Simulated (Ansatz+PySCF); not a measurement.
# singlet C2H6O: levels of theory in one basis

```yaml
atoms:
  - { symbol: C, position_ang: [-0.0403, -0.3922, -0.3729] }
  - { symbol: C, position_ang: [0.0459, -0.4407, 1.1378] }
  - { symbol: O, position_ang: [-0.0473, 0.9122, -0.7930] }
  - { symbol: H, position_ang: [-0.8666, -1.0062, -0.7298] }
  - { symbol: H, position_ang: [0.8754, -0.9214, -0.7564] }
  - { symbol: H, position_ang: [-0.0020, -1.4181, 1.5487] }
  - { symbol: H, position_ang: [0.9242, 0.0589, 1.5194] }
  - { symbol: H, position_ang: [-0.8426, 0.0703, 1.5351] }
  - { symbol: H, position_ang: [-0.0440, 0.9291, -1.7657] }
```

Basis set: def2-SVP (spherical functions). Correlated methods keep 3 orbitals frozen. Charge 0, multiplicity 1.

Computed with Ansatz (development build ahead of 0.2.0); each method stands on the lowest determinant of its kind that the runs found.

```tsv
method	E − E(RHF) (eV)	<S²> of the determinant
RHF	0.00	0.00
RHF-MP2	-13.04	–
RHF-CCSD(T)	-14.38	–
```

Question: What does RHF-CCSD give on the same scale?

Answer: -14.05 eV.

Question: Is a single determinant a sound starting point here?

Answer: By this sign, yes. Unrestricted orbitals gain 0.00 eV and <S²> is 0.00 against 0.00 for a pure state.
